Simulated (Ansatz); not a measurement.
```yaml
crystal:
  periodic: [false, false, false]
  atoms:
    - {symbol: C, position_ang: [-1.458301, 0.224758, -1.168940]}
    - {symbol: O, position_ang: [-0.269977, -0.381584, -0.699112]}
    - {symbol: C, position_ang: [0.199573, 0.140583, 0.471817]}
    - {symbol: F, position_ang: [-0.651832, -0.165896, 1.517984]}
    - {symbol: C, position_ang: [1.548797, -0.478452, 0.738047]}
    - {symbol: F, position_ang: [2.112885, 0.103269, 1.847223]}
    - {symbol: H, position_ang: [-1.678786, -0.222001, -2.136780]}
    - {symbol: H, position_ang: [-1.320389, 1.305539, -1.291938]}
    - {symbol: H, position_ang: [-2.290965, 0.042325, -0.485295]}
    - {symbol: H, position_ang: [0.254765, 1.239022, 0.446209]}
    - {symbol: H, position_ang: [1.429243, -1.550103, 0.916798]}
    - {symbol: H, position_ang: [2.201988, -0.312762, -0.122010]}
basis:
  gaussian: {orbitals: pcseg-2}
hamiltonian: {xc: {name: revPBE0}}
```

```sh
$ ansatz run in.yaml --threads 4 --pin off --events-out ev --progress --plain --max-ram 10444MiB
```

Shortened log:

```
Functional definition: revPBE0
1256 factors; their error is unknown
mean field evaluation 1: about -10683.6105 eV, gradient 5.0e1 eV
mean field evaluation 2: about -10683.1739 eV, gradient 5.2e1 eV
mean field evaluation 4: about -10688.4699 eV, gradient 2.5e0 eV
mean field evaluation 8: about -10688.4743 eV, gradient 3.4e-2 eV
mean field evaluation 16: about -10688.4718 eV, gradient 8.6e-5 eV
mean field -10688.47181709 eV, -392.7940943717 hartree, gradient 8.6e-5 eV, S^2 0.000000; 0 other end points of the search recorded, 0 dependent functions left out
reference -10688.47186432 eV, -392.7940961075 hartree; 25, 25 occupied and 239, 239 virtual orbitals, 1256 factors
Total energy: -10688.47186432 eV, -392.7940961075 hartree
```

Hardware: 4 threads of an Arm Neoverse V1 on a shared host. Wall time 4 s, peak host memory 0.49 GiB.
